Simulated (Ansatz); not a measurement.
Results of PBEsol in Ansatz (PAW) for litharge PbO.

Settings: plane-wave cutoff 520 eV, 8×8×8 k mesh, Fermi–Dirac smearing 0.01 eV, scalar-relativistic PAW data made under PBE.

The cell is scaled about its equilibrium volume:

Shape and atoms are relaxed at each volume.

| V (Å³/atom) | P (GPa) | direct gap at Γ (eV) | smallest gap on the k mesh (eV) | c (Å) |
|---|---|---|---|---|
| 19.408 | 0.86 | 2.468 | 1.067 | 4.901 |
| 19.812 | 0.39 | 2.354 | 1.151 | 4.994 |
| 20.217 | 0.00 | 2.252 | 1.238 | 5.087 |
| 20.621 | -0.31 | 2.163 | 1.329 | 5.178 |
| 21.025 | -0.53 | 2.082 | 1.421 | 5.275 |

The fundamental gap (1.24 eV at the equilibrium volume, with added k points) lies elsewhere than Γ–Γ.

Note: the cell comes from a level without a dispersion term, which matters for the spacing of layers, chains or molecules; the bulk modulus comes from volumes at which shape and atoms were relaxed; the cell has widely spaced layers and the level no dispersion term, so their spacing and the moduli can rest on weak binding.

Spin–orbit coupling is not included; with these elements it can move the gap by several tenths of an eV or more.

Ansatz is a program for electronic structure.
